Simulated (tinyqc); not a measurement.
Inside a calculation. Method: UKS/BP86 in the sto-3g basis, for BH, spin multiplicity 3. Computed by tinyqc, a small Python program that keeps every step (integrals from PySCF). Settings: charge = 0, multiplicity = 3, basis = sto-3g, energy threshold = 1e-08, iteration cap = 53, orthogonalisation = symmetric, start = core, DIIS depth = 3, damping = 0.2, shift = 0.5, method = UKS, functional = b88,p86, grid = [40, 26]. Command: `OMP_NUM_THREADS=1 python tinyqc.py 21716 21717 out.jsonl` (the two numbers bound the seeds that draw the settings). One thread of a shared host (Intel(R) Xeon(R) Processor @ 2.60GHz), about 9 s of CPU time with the checks.

Geometry (angstrom):
```
atom         x         y         z
B     0.000000  0.000000  0.000000
H     0.000000  0.000000  1.334000
```

Stop when the energy changes by less than 1e-08 hartree and every element of the error matrix X^T (F D S - S D F) X (for each spin) is below 3e-05.

Course of the cycle:
```
iteration   E (hartree)     change  largest element of the error matrix
1          -24.31602916          -                             2.97e-01
2          -24.73727235  -4.21e-01                             1.72e-01
3          -24.83872695  -1.01e-01                             7.31e-02
4          -24.85736793  -1.86e-02                             4.54e-02
5          -24.86271297  -5.35e-03                             2.66e-02
6          -24.86426828  -1.56e-03                             1.52e-02
7          -24.86472354  -4.55e-04                             8.80e-03
8          -24.86486297  -1.39e-04                             5.07e-03
9          -24.86490673  -4.38e-05                             2.93e-03
10         -24.86492079  -1.41e-05                             1.70e-03
11         -24.86492541  -4.62e-06                             9.95e-04
12         -24.86492696  -1.55e-06                             5.85e-04
13         -24.86492749  -5.34e-07                             3.46e-04
14         -24.86492768  -1.91e-07                             2.05e-04
...                 ...        ...                                  ...
40         -24.86492790  -7.37e-09                             5.11e-05
41         -24.86492789   1.30e-09                             5.10e-05
42         -24.86492788   1.42e-08                             5.04e-05
43         -24.86492788  -2.66e-09                             5.05e-05
44         -24.86492789  -4.71e-09                             5.07e-05
45         -24.86492789  -5.03e-09                             5.09e-05
46         -24.86492789   3.32e-09                             5.08e-05
47         -24.86492786   2.53e-08                             4.97e-05
48         -24.86492785   1.76e-08                             4.90e-05
49         -24.86492785  -1.12e-09                             4.90e-05
50         -24.86492785  -2.88e-09                             4.91e-05
51         -24.86492786  -5.75e-09                             4.94e-05
52         -24.86492786  -4.64e-09                             4.96e-05
53         -24.86492786   5.46e-09                             4.93e-05
```

Can the last value be used, and what does the course show?

Not by the stop rule, although the second column moves by less than 1e-07 over the last three steps. Not converged within the cap of 53 iterations: the residual has stopped falling. Reruns (cap 100 unless said): DIIS 8: converged in 10; damping 0.5: not converged; level shift 0.5: not converged; atomic densities as start, DIIS 8: converged in 11; the original settings with a cap of 400: not converged. PySCF UKS in the same basis, fine grid, after a stability check = -24.86596142 hartree, which differs from a converged run on this coarse grid by the grid error.
